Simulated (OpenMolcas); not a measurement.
# OF2 (oxygen difluoride): levels of theory compared

We compute a comparison of 6 runs (BHLYP/cc-pVTZ, BLYP/cc-pVTZ, M06-L/cc-pVTZ, r2SCAN/cc-pVTZ, revPBE/cc-pVTZ, MP2/cc-pVTZ) of OF2 (oxygen difluoride). 

The results are computed with OpenMolcas 26.06.

## Step 1: The system as given

The species is OF2 (3 atoms), meant as a singlet with charge 0. As SMILES, `FOF`. Geometry: relaxed at PBE0-D4/def2-TZVP.

Bond lengths: F1–O2 1.381 Å, O2–F3 1.381 Å. Angles: F1–O2–F3 103.9°.

## Step 2: Energy and gradient at BHLYP/cc-pVTZ (run 1)

File job.input:

```
&gateway
baslib=$CurrDir
coord
3
bohr
F      1.80145702    -0.64243129     0.92269657
O      0.00098266     1.06563546     0.11723861
F     -1.80243967    -0.42322306    -1.03993518
basis=cc-pVTZ
group=NoSym
&seward
gridinput
Grid=UltraFine
End of Grid
&scf
ksdft=HYB_GGA_XC_BHANDHLYP
thresholds=1e-10 1e-07 1e-07 1e-05
prorbitals=0
&alaska
```

The basis set cc-pVTZ is read from a file made from the Basis Set Exchange's data (not shown).

Run with:

```console
$ export MOLCAS_MEM=1860
$ pymolcas job.input > job.log
```

What it wrote:

```text
--- Start Module: gateway ---
[...]
--- Stop Module: gateway /rc=_RC_ALL_IS_WELL_ ---
[...]
      Basis functions           90
[...]
--- Start Module: scf ---
[...]
       Convergence after  13 Iterations
[...]
::    Total KS-DFT energy                            -274.6400962767
[...]
      Total spin, S                                     0.0000000000
[...]
      Total electronic charge=   26.000000
      Total            charge=   -0.000000
[...]
      Dipole Moment (debye):
      Origin of the operator (angstrom)=   -0.0000   -0.0314   -0.0035
                   X=  3.1449E-04               Y=  3.1060E-01               Z=  3.4187E-02           Total=  3.1248E-01
      Quadrupole Moment (debye*angstrom):
[...]
--- Stop Module: scf /rc=_RC_ALL_IS_WELL_ ---
[...]
--- Start Module: alaska ---
[...]
 *              Molecular gradients               *
 **************************************************
  Irreducible representation: a
 ------------------------------------------------------------------------------------------
                              X                       Y                       Z
 ------------------------------------------------------------------------------------------
  F1                9.25870585428257E-03   -6.57187423442274E-03    4.38415637777823E-03
  O2                1.56355077978194E-05    1.20205468980412E-02    1.32497213832083E-03
  F3               -9.27434136209904E-03   -5.44867266365223E-03   -5.70912851608174E-03
 ------------------------------------------------------------------------------------------
--- Stop Module: alaska /rc=_RC_ALL_IS_WELL_ ---
[...]
```

It took 18 s on 1 thread of Arm Neoverse V1, shared host; peak memory 0.49 GiB.

## Step 3: Energy and forces at BLYP/cc-pVTZ (run 2)

File test.input:

```
>>> EXPORT MOLCAS_PRINT=2

&GATEWAY
 BasLib
 $CurrDir
 BasisSet
 F.cc-pVTZ....
 F1 0.953290 -0.339960 0.488270 angstrom
 F3 -0.953810 -0.223960 -0.550310 angstrom
 End of Basis
 BasisSet
 O.cc-pVTZ....
 O2 0.000520 0.563910 0.062040 angstrom
 End of Basis

&SEWARD
 GridInput
 Grid=UltraFine
 End of Grid

&SCF
 KSDFT
 BLYP
 Thresholds
 1e-10 1e-07 1e-07 1e-05
 PrOrbitals
 1 1

&ALASKA
```

The basis set cc-pVTZ is read from a file made from the Basis Set Exchange's data (not shown).

Run with:

```console
$ export MOLCAS_MEM=1860
$ pymolcas test.input > test.log
```

What it wrote:

```text
--- Start Module: gateway ---
[...]
--- Stop Module: gateway /rc=_RC_ALL_IS_WELL_ ---
[...]
      Basis functions           90
[...]
--- Start Module: scf ---
[...]
       Convergence after  16 Iterations
[...]
::    Total KS-DFT energy                            -274.7676107128
[...]
      Total spin, S                                     0.0000000000
[...]
      Total electronic charge=   26.000000
      Total            charge=   -0.000000
[...]
      Dipole Moment (debye):
      Origin of the operator (angstrom)=   -0.0000   -0.0314   -0.0035
                   X=  2.3295E-04               Y=  2.1502E-01               Z=  2.3675E-02           Total=  2.1632E-01
      Quadrupole Moment (debye*angstrom):
[...]
--- Stop Module: scf /rc=_RC_ALL_IS_WELL_ ---
[...]
--- Start Module: alaska ---
[...]
 *              Molecular gradients               *
 **************************************************
  Irreducible representation: a
 ------------------------------------------------------------------------------------------
                              X                       Y                       Z
 ------------------------------------------------------------------------------------------
  F1               -3.15452218726087E-02    2.52751133515305E-02   -1.46213643947846E-02
  F3                3.15837562197316E-02    2.14312501515623E-02    1.97573541443941E-02
  O2               -3.85343471448335E-05   -4.67063635030733E-02   -5.13598974962770E-03
 ------------------------------------------------------------------------------------------
--- Stop Module: alaska /rc=_RC_ALL_IS_WELL_ ---
[...]
```

Run time: 20 s. Hardware: 1 thread of Arm Neoverse V1, shared host; peak memory 0.49 GiB.

## Step 4: Energy and forces at M06-L/cc-pVTZ (run 3)

File run.inp:

```
* F2O Kohn-Sham DFT
&GATEWAY
BASLIB=$CurrDir
COORD
3
angstrom
F        0.953290      -0.339960       0.488270
O        0.000520       0.563910       0.062040
F       -0.953810      -0.223960      -0.550310
BASIS=cc-pVTZ
GROUP=NoSym
&SEWARD
GRIDINPUT
Grid=UltraFine
End of Grid
&SCF
KSDFT=M06L
THRESHOLDS=1e-10 1e-07 1e-07 1e-05
PRORBITALS=1 1
&ALASKA
```

The basis set cc-pVTZ is read from a file made from the Basis Set Exchange's data (not shown).

Run with:

```console
$ export MOLCAS_MEM=1860
$ pymolcas run.inp > run.log
```

What it wrote:

```text
--- Start Module: gateway ---
[...]
--- Stop Module: gateway /rc=_RC_ALL_IS_WELL_ ---
[...]
      Basis functions           90
[...]
--- Start Module: scf ---
[...]
       Convergence after  15 Iterations
[...]
::    Total KS-DFT energy                            -274.7147579290
[...]
      Total spin, S                                     0.0000000000
[...]
      Total electronic charge=   26.000000
      Total            charge=   -0.000000
[...]
      Dipole Moment (debye):
      Origin of the operator (angstrom)=   -0.0000   -0.0314   -0.0035
                   X=  2.6323E-04               Y=  2.4950E-01               Z=  2.7467E-02           Total=  2.5100E-01
      Quadrupole Moment (debye*angstrom):
[...]
--- Stop Module: scf /rc=_RC_ALL_IS_WELL_ ---
[...]
--- Start Module: alaska ---
[...]
 *              Molecular gradients               *
 **************************************************
  Irreducible representation: a
 ------------------------------------------------------------------------------------------
                              X                       Y                       Z
 ------------------------------------------------------------------------------------------
  F1               -1.27400341510793E-02    1.07355685318673E-02   -5.84726762471899E-03
  O2               -1.45436512890874E-05   -1.99170521183554E-02   -2.18910534983641E-03
  F3                1.27545778023670E-02    9.18148358646409E-03    8.03637297457627E-03
 ------------------------------------------------------------------------------------------
--- Stop Module: alaska /rc=_RC_ALL_IS_WELL_ ---
[...]
```

Wall time 25 s (1 thread of Arm Neoverse V1, shared host); peak memory 0.49 GiB.

Runs 4 to 5 aren't shown in full; the table further down has their settings and results.

## Step 5: The energy at MP2/cc-pVTZ (run 6)

File struct.xyz:

```xyz
3

F      0.953290    -0.339960     0.488270
O      0.000520     0.563910     0.062040
F     -0.953810    -0.223960    -0.550310
```

File calc.inp:

```
* F2O MP2
>>> EXPORT MOLCAS_PRINT=2
&GATEWAY
BASLIB
$CurrDir
COORD
struct.xyz
BASIS
cc-pVTZ
GROUP
NoSym
&SEWARD
&SCF
THRESHOLDS
1e-10 1e-07 1e-07 1e-05
PRORBITALS
1 1
&MBPT2
FROZEN
3
```

The basis set cc-pVTZ is read from a file made from the Basis Set Exchange's data (not shown).

Run with:

```console
$ export MOLCAS_MEM=1860
$ pymolcas calc.inp > calc.log
```

What it wrote:

```text
--- Start Module: gateway ---
[...]
--- Stop Module: gateway /rc=_RC_ALL_IS_WELL_ ---
[...]
      Basis functions           90
[...]
--- Start Module: scf ---
[...]
       Convergence after  15 Iterations
[...]
::    Total SCF energy                               -273.5622304431
[...]
      Total spin, S                                     0.0000000000
[...]
      Total electronic charge=   26.000000
      Total            charge=   -0.000000
[...]
      Dipole Moment (debye):
      Origin of the operator (angstrom)=   -0.0000   -0.0314   -0.0035
                   X=  3.7577E-04               Y=  3.7851E-01               Z=  4.1657E-02           Total=  3.8079E-01
      Quadrupole Moment (debye*angstrom):
[...]
--- Stop Module: scf /rc=_RC_ALL_IS_WELL_ ---
[...]
--- Start Module: mbpt2 ---
[...]
WARNING!
Default frozen orbitals as non valence orbitals is overwritten by user input.
Default values:   3
[...]
       Reference weight ( Cref**2 )         =        0.86086
::    Total MBPT2 energy                             -274.3166047680
[...]
      Total MBPT2 calculations                           0.27      0.31
--- Stop Module: mbpt2 /rc=_RC_ALL_IS_WELL_ ---
[...]
```

It took 7.5 s on 1 thread of Arm Neoverse V1, shared host; peak memory 0.49 GiB.

## Step 6: Overview of the runs

```
run           level      task  integration grid  energy (Eh)  dipole moment (D) of the reference  HOMO energy (eV)  LUMO energy (eV)  wall time
  1   BHLYP/cc-pVTZ  gradient         UltraFine  -274.640096                                0.31            -11.87             -0.14       18 s
  2    BLYP/cc-pVTZ  gradient         UltraFine  -274.767611                                0.22             -7.21             -3.33       20 s
  3   M06-L/cc-pVTZ  gradient         UltraFine  -274.714758                                0.25             -7.66             -2.99       25 s
  4  r2SCAN/cc-pVTZ  gradient         UltraFine  -274.656807                                0.25             -7.79             -3.15       25 s
  5  revPBE/cc-pVTZ  gradient         UltraFine  -274.695424                                0.21             -7.12             -3.22       19 s
  6     MP2/cc-pVTZ    energy                 –  -274.316605                                0.38            -15.55              4.17      7.5 s
```

## Step 7: Results

```
                                          quantity          value
                               run 6: total energy  -274.31660 Eh
         run 6: dipole moment (mean-field density)         0.38 D
        run 6: HOMO energy (Hartree–Fock orbitals)      -15.55 eV
        run 6: LUMO energy (Hartree–Fock orbitals)        4.17 eV
      run 6: HOMO–LUMO gap (Hartree–Fock orbitals)       19.71 eV
run 6: correlation energy (3 core orbitals frozen)     -754.4 mEh
```

What this shows: Over runs 1, 2, 3, 4, 5 the dipole moment (its size) runs from 0.21 D (revPBE/cc-pVTZ) to 0.31 D (BHLYP/cc-pVTZ). Over runs 1, 2, 3, 4, 5 the HOMO–LUMO gap runs from 3.88 eV (BLYP/cc-pVTZ) to 11.74 eV (BHLYP/cc-pVTZ). Totals of different functionals can't be ranked against each other. All runs together took 1.9 min, the longest 25 s.
